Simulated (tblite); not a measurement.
System: HF2 (anion, charge -1), singlet: collinear F-H-F surface. Scanned: F-H distance and H-F distance.

Cartesian coordinates as functions of the variables (Å; names that start with a are angles):
```
F  0  0  -r1
H  0  0  0
F  0  0  r2
```

Calculation: GFN2-xTB, 300 K electronic temperature (tblite).

Energy in kJ/mol above the lowest grid point; x is the F-H distance (Å), y the H-F distance (Å).

```
y \ x   0.81   0.89   0.97   1.05   1.14   1.24   1.34   1.46   1.63   1.83   2.09   2.46   2.75
-----  -----  -----  -----  -----  -----  -----  -----  -----  -----  -----  -----  -----  -----
2.75   182.2  130.1  125.5  143.5  174.1  207.3  232.9  258.3  291.0  325.4  360.7  392.1  405.0
2.46   171.8  118.8  113.2  129.8  158.3  189.6  215.4  241.9  276.0  311.3  347.3  379.1  392.1
2.09   153.8   98.2   89.6  102.7  126.5  153.6  178.1  205.1  240.7  277.4  314.5  347.3  360.7
1.83   137.5   77.8   65.0   73.5   92.5  115.6  138.2  164.8  201.1  239.1  277.4  311.3  325.4
1.63   125.3   60.3   42.1   45.6   59.8   79.2   99.8  125.7  162.3  201.1  240.7  276.0  291.0
1.46   121.3   48.9   24.1   21.9   31.1   46.6   64.9   89.5  125.7  164.8  205.1  241.9  258.3
1.34   128.1   47.8   16.5    9.2   13.9   26.1   42.1   64.9   99.8  138.2  178.1  215.4  232.9
1.24   144.3   55.1   16.6    3.8    4.0   12.6   26.1   46.6   79.2  115.6  153.6  189.6  207.3
1.14   174.5   73.1   25.3    5.5    0.0    4.0   13.9   31.1   59.8   92.5  126.5  158.3  174.1
1.05   221.9  105.5   46.2   17.9    5.5    3.8    9.2   21.9   45.6   73.5  102.7  129.8  143.5
0.97   292.6  157.8   84.8   46.2   25.3   16.6   16.5   24.1   42.1   65.0   89.6  113.2  125.5
0.89   408.9  249.2  157.8  105.5   73.1   55.1   47.8   48.9   60.3   77.8   98.2  118.8  130.1
0.81   602.4  408.9  292.6  221.9  174.5  144.3  128.1  121.3  125.3  137.5  153.8  171.8  182.2
```

Points that lie below all their neighbours on the grid: x = 1.14, y = 1.14 (0.0 kJ/mol).
